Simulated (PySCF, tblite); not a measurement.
**LiF₂−, a complex of two parts: NMR shifts, interaction energy, infrared bands, spin-spin couplings, core binding energies and electronic excitations**

The task here is to estimate one member of a computed series from the others.

Computed with tblite 0.8.0 and PySCF 2.14.0; each step states its level. No surroundings beyond the atoms listed, unless a continuum is named. Atoms count from 0, parts from 1.

### The system as given

3 atoms, charge -1, multiplicity 1; geometry: rigid parts in contact. Parts: 1 = atoms 0–1, `[Li][F]`, charge 0; 2 = atom 2, `[F-]`, charge -1.

The first run:

The job: settings as JSON, then the geometry in Å.

```
{"job": {"kind": "dock", "xc": "GFN2-xTB", "basis": "xTB"}, "charge": -1, "multiplicity": 1, "parts": [{"atoms": "0-1", "charge": 0, "multiplicity": 1}, {"atoms": "2-2", "charge": -1, "multiplicity": 1}]}
Li     0.093915     0.522225    -0.544526
F     -0.093915    -0.522225     0.544526
F     -0.244797     2.406516    -1.619155
```

Method: GFN2-xTB search for minima from random contacts, gas phase.

Launch:

```console
OMP_NUM_THREADS=1 python cluster_run.py task.json out
```

The driver reads the jobs from task.json and runs them one after another.

Steps of the session up to this table: Bringing the parts together with GFN2-xTB; Optimising the geometry at PBE0-D3(BJ)/def2-TZVPD; NMR shieldings: PBE0/aug-pcSseg-3; Coupled-cluster interaction energy: CCSD(T) and MP2.

One table of the session follows, with a row left open; its other results are not shown here.

It belongs to the step «Coupled-cluster interaction energy: CCSD(T) and MP2». 

| method | interaction energy (kcal/mol) |
| --- | --- |
| HF/aug-cc-pVDZ | -73.03 |
| MP2/aug-cc-pVDZ | -67.84 |
| CCSD/aug-cc-pVDZ | -69.37 |
| CCSD(T)/aug-cc-pVDZ | -68.61 |
| HF/aug-cc-pVQZ | -73.60 |
| MP2/aug-cc-pVQZ | -68.90 |
| SCS-MP2/aug-cc-pVQZ | -69.26 |
| MP2, extrapolated | -69.00 |
| CCSD(T), limit estimate | ? |

Q: Estimate the row for CCSD(T), limit estimate from the others.

As computed: interaction energy (kcal/mol): -69.77. In the column «interaction energy (kcal/mol)» it lies between HF/aug-cc-pVDZ (-73.03) and CCSD/aug-cc-pVDZ (-69.37).

Caveats from the session: The interaction energy leaves out the deformation of the parts, 1.29 kcal/mol (MP2); added to the CCSD(T) estimate it gives a binding of about -68.48 kcal/mol.
